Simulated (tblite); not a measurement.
Compound: acrylonitrile, C₃H₃N.
Bonds: C1–C2 (double), C2–C3, C3–N4 (triple). Hydrogens: H5, H6 on C1; H7 on C2.

Computed with GFN2-xTB (tblite), gas phase: Langevin dynamics at 600 K from the optimised GFN2-xTB geometry, time step 0.5 fs, friction 0.01 fs⁻¹, 2000 steps. The instantaneous temperature is 2·E(kin)/(3Nk) with all 3N coordinates.

```csv
t (fs),T (K),E(pot) above start (eV),C1=C2 (Å),C2–C3 (Å),C3≡N4 (Å),C1–H5 (Å)
0,485,0.000,1.328,1.411,1.146,1.078
50,465,0.263,1.350,1.371,1.144,1.105
100,556,0.350,1.306,1.520,1.146,1.056
150,774,0.390,1.363,1.442,1.163,1.127
200,531,0.420,1.365,1.370,1.133,1.041
250,675,0.383,1.304,1.401,1.129,1.076
300,685,0.462,1.336,1.429,1.166,1.136
350,766,0.387,1.344,1.420,1.142,1.027
400,1078,0.426,1.340,1.440,1.132,1.057
450,532,0.595,1.353,1.418,1.170,1.189
500,468,0.254,1.342,1.390,1.126,1.029
550,457,0.235,1.321,1.447,1.175,1.102
600,588,0.605,1.344,1.395,1.147,1.135
650,447,0.779,1.343,1.457,1.146,0.962
700,734,0.505,1.291,1.362,1.140,1.127
750,708,0.322,1.362,1.455,1.137,1.067
800,691,0.224,1.322,1.470,1.172,1.085
850,525,0.416,1.335,1.343,1.113,1.047
900,417,0.709,1.327,1.523,1.189,1.083
950,537,0.493,1.312,1.429,1.120,1.071
1000,884,0.551,1.387,1.432,1.199,1.102
```

Q: From 500 fs on, how do temperature and potential energy compare with equipartition?

A: The mean temperature of these 11 frames is 587 K against the target 600 K, and the mean potential energy 0.46 eV against 15 × kT/2 = 0.39 eV for 15 classical harmonic modes. For 7 atoms in a canonical ensemble the temperature itself scatters by T·√(2/(3N)) = 185 K; here its standard deviation is 142 K. The whole run lasts only 10 friction times of 100 fs, so these averages carry a wide statistical error.

Q: What are the kinetic and total energies of the listed frame with the highest potential energy?

A: The one at 650 fs, 0.779 eV above the start. Its kinetic energy is 3NkT/2 = 0.405 eV at 447 K, so the sum is 1.18 eV; over the listed frames the sum runs from 0.44 to 1.40 eV, since the thermostat adds and removes energy.

Q: How much do the listed bonds fluctuate from 500 fs on?

A: 
| bond | at the start (Å) | mean (Å) | standard deviation (Å) |
| --- | --- | --- | --- |
| C1=C2 | 1.328 | 1.335 | 0.024 |
| C2–C3 | 1.411 | 1.427 | 0.049 |
| C3≡N4 | 1.146 | 1.151 | 0.027 |
| C1–H5 | 1.078 | 1.074 | 0.046 |

The motion is classical and holds no zero-point motion.

What follows is the cost of the whole dynamics run. Hardware: Arm Neoverse N1, one thread, shared host. Cost: 6.3 s of wall time, 0.18 GiB resident at most.
